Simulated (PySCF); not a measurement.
## Constants of SF⁻, step by step

State: ¹Σ⁺, singlet, closed shell. De refers to S + F⁻. RHF-based CCSD(T) in PySCF 2.14 with S aug-cc-pV(D+d)Z, F aug-cc-pVDZ and S aug-cc-pV(T+d)Z, F aug-cc-pVTZ (frozen core orbitals: 6; no relativity). Correlation energies are extrapolated as n⁻³ (n = 2, 3), Hartree–Fock as (n+1)·exp(−9√n). CV is the change on freezing 1 orbitals instead, in S cc-pwCVTZ, F cc-pwCVTZ. SR is the spin-free X2C energy in S cc-pVTZ-DK, F cc-pVTZ-DK less the non-relativistic one in S cc-pVTZ, F cc-pVTZ.

```tsv
Level	Re (Å)	ωe (cm⁻¹)	ωexe (cm⁻¹)	αe (cm⁻¹)	De (eV)
CCSD(T)/DZ	1.7699	629.8	4.04	0.00395	2.149
CCSD(T)/TZ	1.7311	634.1	3.90	0.00431	2.394
HF/CBS	1.6777	709.6	4.45	0.00445	1.491
MP2/CBS	1.7170	658.7	3.39	0.00401	2.421
CCSD/CBS	1.7128	659.1	3.85	0.00426	2.372
CCSD(T)/CBS	1.7259	635.5	3.89	0.00437	2.480
CCSD(T)/CBS+CV	1.7232	637.1	3.89	0.00438	2.483
CCSD(T)/CBS+CV+SR	1.7242	635.8	3.88	0.00437	2.474
```

How much is left between CCSD(T)/TZ and the basis-set limit, and how much do the triples give at the limit?

CCSD(T)/CBS less CCSD(T)/TZ: -5.2 mÅ in Re, +1.4 cm⁻¹ in ωe and +0.086 eV in De. CCSD(T)/CBS less CCSD/CBS: +13.1 mÅ in Re, -23.6 cm⁻¹ in ωe and +0.108 eV in De.

What do the later terms add?

CV: -2.7 mÅ in Re, +1.6 cm⁻¹ in ωe and +0.003 eV in De; SR: +1.0 mÅ in Re, -1.3 cm⁻¹ in ωe and -0.009 eV in De, each against the row above.

The T1 diagnostic is 0.017. The open-shell atoms are computed with UHF. Spin–orbit coupling, excitations beyond (T) and corrections to the Born–Oppenheimer picture are left out.

The whole job (state search and all basis sets along the bond) took about 7.1 min on 4 threads of Arm Neoverse V1 (shared host), peak memory 2.4 GiB.
